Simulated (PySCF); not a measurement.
CHN, SMILES N#C.

Coordinates come from a B3LYP-D3(BJ)/def2-TZVPD optimisation.

Level of theory: TDDFT-ωB97X/def2-TZVPD (PySCF).

Vertical excitations; the highest root listed may be one member of a degenerate set. Isolated molecule, no solvent. State labels are in the subgroup C2v.

Computed excitation energies, oscillator strengths and character:
| state | symmetry | energy (eV) | λ (nm) | f | main pairs |
|---|---|---|---|---|---|
| S1 | A2 | 7.81 | 159 | 0.000 | HOMO→LUMO+1 48 %, HOMO−1→LUMO+2 48 % |
| S2 | A2 | 8.18 | 152 | 0.000 | HOMO−1→LUMO+2, HOMO→LUMO+1 (degenerate set) |
| S3 | A1 | 8.18 | 152 | 0.000 | HOMO−1→LUMO+1, HOMO→LUMO+2 (degenerate set) |
| S4 | B1 | 9.44 | 131 | 0.014 | HOMO−2→LUMO+1 (degenerate set) |
| S5 | B2 | 9.44 | 131 | 0.014 | HOMO−2→LUMO+2 (degenerate set) |
| S6 | B1 | 10.31 | 120 | 0.089 | HOMO−1→LUMO (degenerate set) |
| S7 | B2 | 10.31 | 120 | 0.089 | HOMO→LUMO (degenerate set) |
| S8 | B1 | 10.71 | 116 | 0.049 | HOMO−1→LUMO+3 (degenerate set) |
| S9 | B2 | 10.71 | 116 | 0.049 | HOMO→LUMO+3 (degenerate set) |
| S10 | A1 | 11.22 | 110 | 0.130 | HOMO−2→LUMO 52 %, HOMO−2→LUMO+3 34 % |
| T1 | A1 | 6.46 | 192 | 0 | HOMO→LUMO+2 46 %, HOMO−1→LUMO+1 46 % |
| T2 | A2 | 7.12 | 174 | 0 | HOMO−1→LUMO+2, HOMO→LUMO+1 (degenerate set) |
| T3 | A1 | 7.12 | 174 | 0 | HOMO−1→LUMO+1, HOMO→LUMO+2 (degenerate set) |
| T4 | A2 | 7.85 | 158 | 0 | HOMO→LUMO+1 48 %, HOMO−1→LUMO+2 48 % |
Triplets are in the Tamm–Dancoff approximation, which puts them higher than full response would, so one can lie above its singlet here.
